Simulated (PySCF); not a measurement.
Magnetic susceptibility: `[AlH2][Cl]`, AlClH2

Geometry:
```
atom   x (Å)   y (Å)  z (Å)
 Al1  -0.519  -0.024  0.035
 Cl2   1.583  -0.160  0.030
  H3  -1.158   1.420  0.043
  H4  -1.341  -1.372  0.031
```

Method used: PySCF 2.14.0, GIAO HCTH407/def2-SVPD magnetisability, rotational g tensor and spin-rotation constants, non-relativistic, gas phase. Geometry: PBE0-D3(BJ)/def2-SVP.

Problem. How diamagnetic is it, and how anisotropic?

Solution. Isotropic -573 × 10⁻³⁰ J/T², or -34.5 × 10⁻⁶ cm³/mol; principal values -588, -587, -545 × 10⁻³⁰ J/T², anisotropy 42 × 10⁻³⁰ J/T² (root of half the summed squared differences of the principal values). The susceptibility is in cgs units.

Problem. Split it along the inertial axes a, b, c into diamagnetic and paramagnetic parts about the centre of mass, with the quadrupole moment.

Solution. 
| axis | χ (10⁻⁶ cm³/mol) | diamagnetic (10⁻⁶ cm³/mol) | paramagnetic (10⁻⁶ cm³/mol) | summed x² of all electrons (Å²) | quadrupole Θ (D Å) |
| --- | --- | --- | --- | --- | --- |
| a | -32.8 | -63.9 | 31.1 | 45.6 | -1.42 |
| b | -35.4 | -214.5 | 179.1 | 10.1 | -3.76 |
| c | -35.3 | -236.4 | 201.0 | 5.0 | +5.19 |

Anisotropies 2χaa − χbb − χcc = +5.1 and 2χbb − χaa − χcc = -2.7 × 10⁻⁶ cm³/mol. Θ is traceless in Buckingham's convention.

Problem. And the rotational g tensor?

Solution. 
| axis | rotational constant (GHz) | g | nuclear part | electronic part |
| --- | --- | --- | --- | --- |
| a | 128.1090 | -0.8707 | 0.9995 | -1.8702 |
| b | 6.7583 | -0.0333 | 0.5353 | -0.5685 |
| c | 6.4196 | -0.0478 | 0.5585 | -0.6063 |

Asymmetric top; isotopes 27Al, 35Cl, 1H; no vibrational averaging.
